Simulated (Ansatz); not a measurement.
hcp Tl was calculated with r²SCAN-D4 (plane waves, PAW; Ansatz, a first-principles code).

Numerical settings: plane-wave cutoff 500 eV, 24×24×14 k mesh (along the axes of the cell as run), Fermi–Dirac smearing 0.1 eV, scalar-relativistic PAW data made under PBE.

Computed at the level's own relaxed cell.

Question: Predict the equilibrium volume per atom, equilibrium lattice constant a and lattice parameter c.

Answer: 
- equilibrium volume per atom = 29.63 Å³/atom
- equilibrium lattice constant a = 3.518 Å
- lattice parameter c = 5.530 Å

Measured, for comparison: lattice constant a 3.457 Å, lattice parameter c 5.525 Å (293 K, not corrected to a static lattice; as tabulated in Wikipedia's data pages). Computed (rounded) less measured: lattice constant a +1.8 %, lattice parameter c +0.1 %.

Spin–orbit coupling is not included; it can shift volumes and moduli of such heavy elements.

The computed numbers hold no vibrational or temperature effects.
